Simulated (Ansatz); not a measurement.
System: fluorite SrCl₂. Method: PBE0 (Ansatz, a quantum-chemistry and plane-wave program, PAW).

Settings: plane-wave cutoff 520 eV, 6×6×6 k mesh, finite displacements, scalar-relativistic PAW data made under PBE.

Computed at the level's own relaxed cell.

Harmonic phonon frequencies (cm⁻¹; i marks an imaginary mode; at Γ without the LO shift):

| q point | frequencies |
|---|---|
| Γ | 0 0 0 133 133 133 177 177 177 |
| X | 68 79 79 95 95 149 185 185 207 |
| L | 67 67 125 152 152 152 152 167 175 |

No imaginary mode appears at these points.
